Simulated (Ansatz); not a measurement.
**CS⁺, sextet in 6-31G: errors against full CI**

Geometry: that of the CS⁺, quartet, kept fixed. The quartet lies 3.1 eV lower here.

```tsv
atom	x (Å)	y (Å)	z (Å)
C	0.0000	0.0000	0.0000
S	0.0000	0.0000	1.6537
```

Basis 6-31G; Ansatz 0.2.0. Correlated methods freeze the noble-gas cores, which leaves 9 electrons in 16 orbitals. Prefix R: restricted or restricted open-shell reference; prefix U: unrestricted. Active spaces: valence = (9e, 8o) chosen from the atoms' valence shells.

Full CI is exact within this basis and frozen core; it isn't the basis-set limit. The frozen core follows each run's orbitals, which can shift R against U totals by a few meV.

For open shells CISD and CISDTQ are restricted-active-space CI with the open shells as a complete middle space.

```
UHF ⟨S²⟩                          : 8.756
T1 diagnostic (RCCSD)             : 0.0136
largest doubles amplitude (RCCSD) : 0.043
T1 diagnostic (UCCSD)             : 0.0091
```

| level | E − E(full CI) (mEh) | share of correlation (%) | wall time |
| --- | --- | --- | --- |
| RHF | 56.64 | 0.00 | – |
| UHF | 54.29 | 4.16 | – |
| RMP2 | 14.62 | 74.19 | – |
| UMP2 | 14.29 | 74.77 | – |
| CISD | 1.35 | 97.62 | 0.63 s |
| RCCSD | 0.77 | 98.64 | – |
| UCCSD | 0.75 | 98.68 | – |
| RCCSD(T) | 0.22 | 99.61 | 0.51 s |
| UCCSD(T) | 0.19 | 99.67 | 0.48 s |
| BCCD(T) | 0.24 | 99.58 | 0.42 s |
| RCCSDT | 0.03 | 99.96 | – |
| UCCSDT | -0.01 | 100.02 | – |
| CISDTQ | 0.02 | 99.96 | 3.5 s |
| RCCSDT(Q) | 0.00 | 100.00 | 2.1 s |
| UCCSDT(Q) | -0.04 | 100.07 | 1.8 s |
| RCCSDTQ | -0.01 | 100.01 | 16 s |
| UCCSDTQ | -0.05 | 100.08 | 16 s |
| CASSCF (valence space) | 35.43 | 37.45 | – |
| NEVPT2 (valence space) | 9.06 | 84.01 | 0.33 s |
| MRCISD (valence space) | 0.93 | 98.36 | – |
| MRCISD+Q (valence space) | 0.28 | 99.51 | 0.96 s |
| MRCISD+Q(relaxed) (valence space) | -0.02 | 100.03 | 1.2 s |

The correlation energy at full CI, counted from RHF, is -1.541 eV. That run took 4.2 s on 1 thread of Arm Neoverse V1, shared host over 344,256 determinants.

Times hold each run's SCF and search for its determinant on a shared host, so for small cases they say little of a method's own cost; they ran on 1 thread of Arm Neoverse V1. Some runs computed forces too.

The full-CI state has the irrep A1 of C2v, in the program's axes (one component, if the state is degenerate).

Natural occupations of full CI about the gap: 1.988 1.968 1.000 1.000 0.999 0.994 0.994 0.030 0.005 0.005; effectively unpaired electrons, Σ n²(2−n)², 5.01.
